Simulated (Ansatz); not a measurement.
**Structural energy differences of zinc**

Level of theory: DFT, r2SCAN, plane waves (500 eV) with PAW, scalar-relativistic in Ansatz. The PAW files were generated under PBE, with cores re-solved for the functional.

Each structure is relaxed within its own symmetry, so a high-lying one may be dynamically unstable.

```tsv
structure	ΔE (meV/atom)	V (Å³/atom)	cell	magnetic state
hcp	0	14.37	a = 2.619 Å, c = 4.839 Å (c/a = 1.848)	spin not included
dhcp	7	14.43	a = 2.614 Å, c = 9.759 Å (c/a = 3.734)	spin not included
fcc	32	14.36	a = 3.858 Å	spin not included
A15	41	14.45	a = 4.871 Å	spin not included
bcc	100	14.43	a = 3.067 Å	spin not included
omega (AlB2-type)	115	14.65	a = 4.353 Å, c = 2.678 Å (c/a = 0.615)	spin not included
simple cubic	297	17.20	a = 2.581 Å	spin not included
diamond	565	22.99	a = 5.687 Å	spin not included
```

ΔE counts from hcp.

Differences under about 8 meV lie within the error of the k-point mesh.
